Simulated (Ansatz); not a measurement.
**Worked example: the barrier**

An elementary step of AlNH6, closed shell (AlH₃ + NH₃ → AlNH₄ ([NH2][AlH2]) + H₂; bonds formed: H2–H5; dative contacts that become bonds: Al1–N6; bonds broken: Al1–H2, H5–N6). “Start” is the structure reached by relaxing down from the saddle towards the reactants; PBE0-D4/def2-TZVP structures. The saddle:

Al1  (-0.757, -0.216, -0.487)
H2  (0.192, 1.243, -0.987)
H3  (-0.587, -1.294, -1.636)
H4  (-2.143, 0.305, 0.077)
H5  (0.654, 0.841, -0.191)
N6  (0.664, -0.182, 0.774)
H7  (1.447, -0.818, 0.721)
H8  (0.530, 0.122, 1.728)
(Å)

Program: Ansatz 0.2.0. Basis: def2-TZVPP and def2-QZVPP. Cores are frozen in the correlated methods.

Energies in eV:

| quantity | saddle | start |
| --- | --- | --- |
| Hartree–Fock, triple zeta (X = 3) | -8159.00000 | -8160.84970 |
| Hartree–Fock, quadruple zeta (X = 4) | -8159.29791 | -8161.13262 |
| MP2 correlation, X = 3 | -9.57441 | -9.09131 |
| MP2 correlation, X = 4 | -10.21896 | -9.71653 |
| CCSD(T) correlation, X = 3 | -10.73184 | -10.31864 |

Task: Work out the barrier at the basis limit: extrapolate Hartree–Fock as E(X) = E∞ + A exp(−7.88 √X) and the MP2 correlation as E(X) = E∞ + B X^−2.97 (the exponents that Neese and Valeev fitted for def2-TZVPP and QZVPP), then add CCSD(T) − MP2 in triple zeta.

Result: Each step is linear, so take the differences first (saddle − start): Hartree–Fock 1.84970 (X = 3) and 1.83471 (X = 4); MP2 correlation -0.48310 and -0.50243; CCSD(T) correlation -0.41320.
Two points give E∞ = E(4) + w [E(4) − E(3)], with w = 1/(exp(7.88 (2 − √3)) − 1) = 0.1377 for Hartree–Fock and w = 1/((4/3)^2.97 − 1) = 0.7407 for the correlation.
Hartree–Fock: 1.83471 + 0.1377 × (-0.01499) = 1.8326 eV.
MP2 correlation: -0.50243 + 0.7407 × (-0.01933) = -0.5167 eV.
CCSD(T) − MP2: -0.41320 − (-0.48310) = 0.0699 eV.
Sum: 1.8326 + (-0.5167) + 0.0699 = 1.3858 eV, or 31.96 kcal/mol. Plain CCSD(T) in triple zeta gives 1.4365 eV, so the larger basis shifts the result by -0.0507 eV.

The T1 diagnostic stays at or below 0.011.

The step is the kind of exchange with an N–H group that builds nitride films in atomic layer and chemical vapour deposition.

Labels in which every atom is bracketed show which atoms are joined, not bond orders.

For scale, one of the runs: CCSD(T)/def2-TZVPP, 157 basis functions, launched by `ansatz run in.yaml --threads 2 --pin off --events-out ev --progress --plain --max-ram 4352MiB`. The run took 5.5 s on 2 CPU threads of an Intel Xeon 6975P-C (shared host), with 1.2 GiB of host memory at its peak.
